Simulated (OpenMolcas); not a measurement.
**One shape, several levels: Si2H6 (disilane)**

Wanted: a comparison of 6 runs (HF/3-21G, B3LYP/6-31G*, B2PLYP/aug-cc-pVDZ, M06-2X/aug-cc-pVDZ, SVWN5/aug-cc-pVDZ, MP2/aug-cc-pVDZ) of Si2H6 (disilane). 

The results are computed with OpenMolcas 26.06.

### 1 The molecule

Si2H6 has 8 atoms, charge 0, and is taken as a singlet. As SMILES, `[SiH3][SiH3]`. The Si1–H5 distance was set to 1.934 Å, away from the relaxed value.

Bond lengths: Si1–Si2 2.338 Å, Si1–H3 1.488 Å, Si1–H4 1.488 Å, Si2–H6 1.488 Å, Si2–H7 1.488 Å, Si2–H8 1.488 Å. Angles: Si1–Si2–H6 110.3°, Si1–Si2–H7 110.3°, Si1–Si2–H8 110.3°, Si2–Si1–H3 110.3°, Si2–Si1–H4 110.3°, H6–Si2–H7 108.7°, H6–Si2–H8 108.7°, H7–Si2–H8 108.7°, H3–Si1–H4 108.7°. A long bond or contact: Si1–H5 1.934 Å.

### 2 A single-point energy at HF/3-21G (run 1)

The input, coord.xyz:

```xyz
8

Si    -0.080242     0.138019    -1.091003
Si     0.623758    -0.856581     0.904897
H      1.094158     0.596019    -1.881003
H     -0.852642    -0.836081    -1.908003
H     -1.208000     1.664100    -0.717900
H      1.399258     0.116419     1.720197
H      1.488358    -2.032681     0.617897
H     -0.550742    -1.311381     1.696497
```

The input, calc.input:

```
* H6Si2 Hartree-Fock
>>> EXPORT MOLCAS_PRINT=2

&GATEWAY
 BasLib=$CurrDir
 Coord=coord.xyz
 Basis=3-21G
 Group=NoSym

&SEWARD

&SCF
 Thresholds=1e-10 1e-07 1e-07 1e-05
 PrOrbitals=1 2
```

The basis set 3-21G is read from a file made from the Basis Set Exchange's data (not shown).

Started as:

```bash
$ export MOLCAS_MEM=1860
$ pymolcas calc.input > calc.log
```

The program printed:

```text
--- Start Module: gateway ---
[...]
--- Stop Module: gateway /rc=_RC_ALL_IS_WELL_ ---
--- Start Module: seward ---
[...]
      Basis functions           38
--- Stop Module: seward /rc=_RC_ALL_IS_WELL_ ---
--- Start Module: scf ---
[...]
       Convergence after  10 Iterations
[...]
::    Total SCF energy                               -578.2035033310
[...]
      Total spin, S                                     0.0000000000
[...]
      Total electronic charge=   34.000000
      Total            charge=   -0.000000
[...]
      Dipole Moment (debye):
      Origin of the operator (angstrom)=    0.2675   -0.3536   -0.0917
                   X=  4.1707E-01               Y= -5.6708E-01               Z=  1.0385E-03           Total=  7.0394E-01
      Quadrupole Moment (debye*angstrom):
[...]
--- Stop Module: scf /rc=_RC_ALL_IS_WELL_ ---
[...]
```

Wall time 1.4 s (1 thread of Arm Neoverse V2, shared host); peak memory 0.37 GiB.

### 3 The energy at B3LYP/6-31G(d) (Cartesian functions) (run 2)

The input, job.inp:

```
&GATEWAY
 BasLib = $CurrDir
 Coord
 8
 angstrom
 Si      -0.080242       0.138019      -1.091003
 Si       0.623758      -0.856581       0.904897
 H        1.094158       0.596019      -1.881003
 H       -0.852642      -0.836081      -1.908003
 H       -1.208000       1.664100      -0.717900
 H        1.399258       0.116419       1.720197
 H        1.488358      -2.032681       0.617897
 H       -0.550742      -1.311381       1.696497
 Basis = 6-31Gs
 Group = NoSym

&SEWARD
 GridInput
 Grid=UltraFine
 End of Grid

&SCF
 KSDFT = B3LYP
 Thresholds = 1e-10 1e-07 1e-07 1e-05
 PrOrbitals = 1 1
```

The basis set 6-31G* is read from a file made from the Basis Set Exchange's data (not shown).

Started as:

```bash
$ export MOLCAS_MEM=1860
$ pymolcas job.inp > job.log
```

The program printed:

```text
--- Start Module: gateway ---
[...]
--- Stop Module: gateway /rc=_RC_ALL_IS_WELL_ ---
--- Start Module: seward ---
[...]
      Basis functions           50
--- Stop Module: seward /rc=_RC_ALL_IS_WELL_ ---
--- Start Module: scf ---
[...]
       Convergence after  13 Iterations
[...]
::    Total KS-DFT energy                            -582.5468496457
[...]
      Total spin, S                                     0.0000000000
[...]
      Total electronic charge=   34.000000
      Total            charge=   -0.000000
[...]
      Dipole Moment (debye):
      Origin of the operator (angstrom)=    0.2675   -0.3536   -0.0917
                   X=  4.5591E-01               Y= -6.1928E-01               Z= -3.0301E-02           Total=  7.6960E-01
      Quadrupole Moment (debye*angstrom):
[...]
--- Stop Module: scf /rc=_RC_ALL_IS_WELL_ ---
[...]
```

Wall time 10 s (1 thread of Arm Neoverse V2, shared host); peak memory 0.38 GiB.

Runs 3 to 4 aren't shown in full; the table further down has their settings and results.

### 4 A single-point energy at SVWN5/aug-cc-pVDZ (run 5)

The input, run.input:

```
* H6Si2 Kohn-Sham DFT
>>> EXPORT MOLCAS_PRINT=2

&GATEWAY
 BasLib = $CurrDir
 Coord
 8
 angstrom
 Si      -0.080242       0.138019      -1.091003
 Si       0.623758      -0.856581       0.904897
 H        1.094158       0.596019      -1.881003
 H       -0.852642      -0.836081      -1.908003
 H       -1.208000       1.664100      -0.717900
 H        1.399258       0.116419       1.720197
 H        1.488358      -2.032681       0.617897
 H       -0.550742      -1.311381       1.696497
 Basis = aug-cc-pVDZ
 Group = NoSym

&SEWARD
 GridInput
 Grid=UltraFine
 End of Grid

&SCF
 KSDFT = SVWN5
 Thresholds = 1e-10 1e-07 1e-07 1e-05
 PrOrbitals = 1 2
```

The basis set aug-cc-pVDZ is read from a file made from the Basis Set Exchange's data (not shown).

Started as:

```bash
$ export MOLCAS_MEM=1860
$ pymolcas run.input > run.log
```

The program printed:

```text
--- Start Module: gateway ---
[...]
--- Stop Module: gateway /rc=_RC_ALL_IS_WELL_ ---
--- Start Module: seward ---
[...]
      Basis functions          108
--- Stop Module: seward /rc=_RC_ALL_IS_WELL_ ---
[...]
--- Start Module: scf ---
[...]
       Convergence after  13 Iterations
[...]
::    Total KS-DFT energy                            -580.1468237900
[...]
      Total spin, S                                     0.0000000000
[...]
      Total electronic charge=   34.000000
      Total            charge=   -0.000000
[...]
      Dipole Moment (debye):
      Origin of the operator (angstrom)=    0.2675   -0.3536   -0.0917
                   X=  3.3770E-01               Y= -4.5904E-01               Z= -7.5548E-03           Total=  5.6993E-01
      Quadrupole Moment (debye*angstrom):
[...]
--- Stop Module: scf /rc=_RC_ALL_IS_WELL_ ---
[...]
```

Wall time 26 s (1 thread of Arm Neoverse V2, shared host); peak memory 0.63 GiB.

### 5 A single-point energy at MP2/aug-cc-pVDZ (run 6)

The input, test.inp:

```
&GATEWAY
  BasLib = $CurrDir
  Coord
  8
  angstrom
  Si      -0.080242       0.138019      -1.091003
  Si       0.623758      -0.856581       0.904897
  H        1.094158       0.596019      -1.881003
  H       -0.852642      -0.836081      -1.908003
  H       -1.208000       1.664100      -0.717900
  H        1.399258       0.116419       1.720197
  H        1.488358      -2.032681       0.617897
  H       -0.550742      -1.311381       1.696497
  Basis = aug-cc-pVDZ
  Group = NoSym

&SEWARD

&SCF
  Thresholds = 1e-10 1e-07 1e-07 1e-05
  PrOrbitals = 1 1

&MBPT2
  Frozen = 10
```

The basis set aug-cc-pVDZ is read from a file made from the Basis Set Exchange's data (not shown).

Started as:

```bash
$ export MOLCAS_MEM=1860
$ pymolcas test.inp > test.log
```

The program printed:

```text
--- Start Module: gateway ---
[...]
--- Stop Module: gateway /rc=_RC_ALL_IS_WELL_ ---
[...]
      Basis functions          108
[...]
--- Start Module: scf ---
[...]
       Convergence after  10 Iterations
[...]
::    Total SCF energy                               -581.3018449184
[...]
      Total spin, S                                     0.0000000000
[...]
      Total electronic charge=   34.000000
      Total            charge=   -0.000000
[...]
      Dipole Moment (debye):
      Origin of the operator (angstrom)=    0.2675   -0.3536   -0.0917
                   X=  5.2592E-01               Y= -7.1431E-01               Z= -3.9255E-02           Total=  8.8791E-01
      Quadrupole Moment (debye*angstrom):
[...]
--- Stop Module: scf /rc=_RC_ALL_IS_WELL_ ---
[...]
--- Start Module: mbpt2 ---
[...]
WARNING!
Default frozen orbitals as non valence orbitals is overwritten by user input.
Default values:   4
[...]
       Reference weight ( Cref**2 )         =        0.90074
::    Total MBPT2 energy                             -581.5278462882
[...]
      Total MBPT2 calculations                           0.38      0.43
--- Stop Module: mbpt2 /rc=_RC_ALL_IS_WELL_ ---
[...]
```

Wall time 9.6 s (1 thread of Arm Neoverse V2, shared host); peak memory 0.63 GiB.

### 6 Overview of the runs

```
run                               level  Cartesian functions  integration grid  energy (Eh)  dipole moment (D) of the reference  HOMO energy (eV)  LUMO energy (eV)  wall time
  1                            HF/3-21G                   no                 –  -578.203503                                0.70            -10.87              2.94      1.4 s
  2  B3LYP/6-31G* (Cartesian functions)                  yes         UltraFine  -582.546850                                0.77             -8.05             -0.62       10 s
  3                  B2PLYP/aug-cc-pVDZ                   no         UltraFine  -582.265301                                0.78             -9.24              0.03       33 s
  4                  M06-2X/aug-cc-pVDZ                   no         UltraFine  -582.465254                                0.73             -9.27             -0.31       48 s
  5                   SVWN5/aug-cc-pVDZ                   no         UltraFine  -580.146824                                0.57             -7.26             -1.82       26 s
  6                     MP2/aug-cc-pVDZ                   no                 –  -581.527846                                0.89            -10.87              1.01      9.6 s
```

### 7 Summary of results

| quantity | value |
| --- | --- |
| run 6: total energy | -581.52785 Eh |
| run 6: dipole moment (mean-field density) | 0.89 D |
| run 6: HOMO energy (Hartree–Fock orbitals) | -10.87 eV |
| run 6: LUMO energy (Hartree–Fock orbitals) | 1.01 eV |
| run 6: HOMO–LUMO gap (Hartree–Fock orbitals) | 11.88 eV |
| run 6: correlation energy (10 core orbitals frozen) | -226.0 mEh |

What this shows: Over runs 1, 2, 3, 4, 5 the dipole moment (its size) runs from 0.57 D (SVWN5/aug-cc-pVDZ) to 0.78 D (B2PLYP/aug-cc-pVDZ). A double hybrid's value is that of its SCF part. Over runs 1, 2, 3, 4, 5 the HOMO–LUMO gap runs from 5.45 eV (SVWN5/aug-cc-pVDZ) to 13.81 eV (HF/3-21G). The two ends differ in method and basis. For B2PLYP the log adds the whole second-order term; the table takes 0.27 of it, as the functional is defined. Totals of different functionals can't be ranked against each other. All runs together took 2.1 min, the longest 48 s.
